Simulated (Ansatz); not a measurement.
System: fcc Pd. Method: PBE-D3(BJ) (plane waves, PAW; Ansatz, a program for electronic structure).

Numerical settings: plane-wave cutoff 520 eV, 24×24×24 k mesh, Fermi–Dirac smearing 0.05 eV, scalar-relativistic PAW data made under PBE.

Energies at three volumes about the minimum:

```json
[
 {"V (Å³/atom)": "14.423", "E − E_lowest (meV/atom)": "3.70"},
 {"V (Å³/atom)": "14.717", "E − E_lowest (meV/atom)": "0.00"},
 {"V (Å³/atom)": "15.011", "E − E_lowest (meV/atom)": "3.40"}
]
```

Q: Fit a parabola by hand: where is the minimum, what lattice constant follows, and what is the bulk modulus?

A: Slopes: (0.00 − 3.70)/(14.717 − 14.423) = -12.585 and (3.40 − 0.00)/(15.011 − 14.717) = 11.565 meV/Å³. Curvature E″ = 2 × (11.565 − (-12.585))/(15.011 − 14.423) = 82.143 meV/Å⁶. From the middle of the first interval, the slope vanishes at V0 = 14.5700 − (-12.585)/82.143 = 14.723 Å³/atom. B = V0 E″ = 14.723 × 82.143 meV/Å³ × 0.1602 GPa per meV/Å³ = 194 GPa. With 4 atoms in the cube, a = (4 × 14.723)^(1/3) = 3.891 Å. The full Birch–Murnaghan fit to all volumes gives V0 = 14.717 Å³/atom and B0 = 193 GPa.

Measured, for comparison: bulk modulus 195 GPa (zero-point energy and finite temperature contributions removed, our sources range from 187 to 198; as tabulated in doi:10.1021/acs.jctc.3c00612); lattice constant a 3.876 Å (static lattice: zero-point anharmonic expansion removed; as tabulated in Mejia-Rodriguez and Trickey (2018), arXiv:1807.09216). Computed (rounded) less measured: bulk modulus -1 % (inside the range of the sources held).
